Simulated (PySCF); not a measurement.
**Name the molecule from its bond curve**

A diatomic of charge 0 contains F. Its singlet curve at PBE in a triple-zeta basis (no relativity, PySCF), in eV from the separated fragments:

```json
{"R (Å)": "1.350", "E (eV)": "-5.351"}
{"R (Å)": "1.413", "E (eV)": "-5.671"}
{"R (Å)": "1.476", "E (eV)": "-5.857"}
{"R (Å)": "1.523", "E (eV)": "-5.930"}
{"R (Å)": "1.570", "E (eV)": "-5.958"}
{"R (Å)": "1.617", "E (eV)": "-5.950"}
{"R (Å)": "1.680", "E (eV)": "-5.899"}
{"R (Å)": "1.758", "E (eV)": "-5.785"}
{"R (Å)": "1.853", "E (eV)": "-5.602"}
{"R (Å)": "1.978", "E (eV)": "-5.316"}
```

The fit gives ωe = 890 cm⁻¹ and the rotational constant Bₑ = 1.314 cm⁻¹.

Problem. Which atom is the partner?

Solution. The minimum lies at 1.582 Å, so the reduced mass is 16.8576 u Å² cm⁻¹/(Bₑ·Re²) = 5.126 u. With F at 19.00 u the partner weighs about 7.0 u: Li. The molecule is LiF.
